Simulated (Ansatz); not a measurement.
Mulliken charges of `N/C=N/C(=S)S` from ωB97M-V/def2-TZVPP in Ansatz (PBE0-D4/def2-TZVP geometry).

```tsv
atom	x (Å)	y (Å)	z (Å)	charge (e)
N1	-0.253	-2.126	-0.470	-0.184
C2	0.186	-0.874	-0.379	0.200
N3	-0.440	0.010	0.316	-0.288
C4	0.024	1.299	0.278	0.071
S5	1.011	1.992	-0.841	-0.294
S6	-0.648	2.160	1.644	-0.031
H7	0.260	-2.819	-0.981	0.155
H8	-1.105	-2.387	-0.001	0.161
H9	1.106	-0.637	-0.922	0.091
H10	-0.059	3.332	1.359	0.119
```

By hand: the dipole of these point charges (1 e Å = 4.8032 D).

Σ q r = (-0.109, -0.830, 0.061) e Å, of length 0.839 e Å = 4.03 D.

How does the dipole of the full density compare? (An estimate is asked.)

Ansatz gave: (-0.049, -1.001, -0.082) e Å, 4.83 D; the point charges give 0.83 times that, at 10° from its direction.

Point charges leave out the atoms' own dipoles, such as those of lone pairs, and Mulliken's split depends on the basis, so the two needn't agree.
